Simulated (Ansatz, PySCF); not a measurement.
Molecule: C4H5 (charge 0, doublet). It need not be the lowest isomer of its formula. SMILES: [CH]=CC=C
Structure (B3LYP-D3(BJ)/def2-TZVP (Ansatz, an electronic-structure program) minimum search):
```
C
C 1 1.3330
H 2 1.0816 1 121.49
H 2 1.0837 3 117.06 1 -180.00
H 1 1.0850 2 119.87 3 0.00
C 1 1.4630 5 116.51 2 -180.00
C 6 1.3126 1 124.98 5 0.00
H 7 1.0788 6 138.30 1 0.00
H 6 1.0899 7 119.18 8 -180.00
```
Charge 0, spin multiplicity 2.
Markedly spin-contaminated UHF reference, which strains HF, MP2 and, less, CCSD(T): [CH]=CC=C. High T1 diagnostic, so coupled cluster is less sure: [CH]=CC=C.

Wanted: enthalpy of formation at 298 K (from the atomisation energy, B3LYP-D3(BJ)/def2-TZVP harmonic zero-point and thermal terms from PySCF, and the atoms' enthalpies of formation in the G2/97 table; no spin-orbit terms, and no core term in the frozen-core levels), in eV. Valence correlation only, unless marked. Open shells are spin-unrestricted. Spin-orbit coupling is left out. Non-relativistic. The coupled-cluster limit lacks core correlation, which all-electron functionals hold. CBS marks a two-point X^-3 extrapolation of the correlation energy; Hartree-Fock from the larger set. The bracket is a focal-point correction in the basis named.

| level | program | enthalpy of formation at 298 K (eV) | minus last row |
|---|---|---|---|
| PBE-D4/def2-TZVPD | Ansatz + dftd4 | 2.53 | -1.45 |
| B3LYP-D4/def2-TZVPD | Ansatz + dftd4 | 3.64 | -0.34 |
| PBE0-D3(BJ)/def2-TZVP | Ansatz + dftd3 | 3.29 | -0.69 |
| TPSSh/def2-TZVPD | PySCF | 3.63 | -0.35 |
| MP2/6-31G | Ansatz | 9.12 | 5.14 |
| CCSD(T)/STO-3G | Ansatz | 3.26 | -0.72 |
| RI-MP2/CBS(cc-pVTZ,cc-pVQZ)+[CCSD(T)-MP2]/cc-pVTZ | Ansatz | 3.98 | 0.00 |
